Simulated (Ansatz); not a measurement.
Z-matrix (Å, degrees):
```
O
B 1 1.334
H 1 0.966 2 116.7
S 2 1.785 1 132.0 3 0.0
H 4 1.356 2 99.8 1 0.0
```

The species carries charge 0 and has multiplicity 2.

(1) List the r2SCAN/def2-TZVPP orbital energies in eV (the Gaussian-basis code of Ansatz). (An estimate is asked.)

Answers

(1) Computed: α occupied: -2409.50, -517.00, -213.95, -182.14, -158.04, -157.91, -157.84, -27.81, -19.54, -15.23, -12.09, -10.95, -9.94, -8.76, -7.15, -5.12. α empty: -0.98, -0.24, 0.40, 2.02, 2.53, 3.85, 3.97, 4.40. β occupied: -2409.49, -516.99, -213.94, -181.82, -158.03, -157.89, -157.84, -27.77, -19.38, -14.96, -11.78, -10.78, -9.87, -8.59, -7.12. β empty: -1.95, -0.08, 0.22, 0.75, 2.37, 2.91, 4.12, 4.15. ⟨S²⟩ = 0.755.
